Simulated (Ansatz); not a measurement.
# CHSi (sextet): from Hartree-Fock to the top rungs, def2-TZVPP

An exercise on one series of results from a longer session: the logs are not shown, and one member is left open.

Program: Ansatz 0.2.0, Gaussian basis. Level of theory: def2-TZVPP, core rule «outside noble gas», up to 6 orbitals frozen. These are calculated values, not measurements.

Plan: UHF; ROHF; CCSD(T) on UHF.

## What is computed

The geometry is a PBE0/def2-TZVP stationary point (not a proven minimum) of the parent state, kept for this charge and spin.

3 atoms, charge 0, spin multiplicity 6.

Atoms are counted from 1 here; the program's logs count them from 0.

Bond lengths: Si1–C2 1.893 Å, C2–H3 1.096 Å. Angles: Si1–C2–H3 133.1°.

Set-up of the first run:

Input file in.yaml:

```yaml
crystal:
  periodic: [false, false, false]
  atoms:
    - {symbol: Si, position_ang: [0.000000, 0.032553, 0.617233]}
    - {symbol: C, position_ang: [0.000000, -0.127023, -1.268554]}
    - {symbol: H, position_ang: [0.000000, 0.606549, -2.082531]}
basis:
  gaussian: {orbitals: def2-TZVPP}
magnetization: {spin_polarized: true, initial_magnetization: 5}
hamiltonian: {xc: hf}
output: {orbitals: {seedname: orbitals}}
```

Launch:

```
$ ansatz run in.yaml --threads 1 --pin off --events-out ev --progress --plain --max-ram 2816MiB --backend cpu
```

Among the steps run: UHF; ROHF; CCSD(T) on UHF.

One table of the session follows, with a row left open; its other results are not shown here.

It belongs to the step «Misses and costs». 

| method | from UCCSD(T) (kcal/mol) |
| --- | --- |
| ROHF | +118.04 |
| UHF | +113.80 |
| UMP2 | +21.28 |
| UCCSD | ? |
| UCCSD(T) | 0 |

Estimate the missing values for UCCSD.

As computed: from UCCSD(T) (kcal/mol): +4.11. In the column «from UCCSD(T) (kcal/mol)» it lies between UCCSD(T) (0) and UMP2 (+21.28).
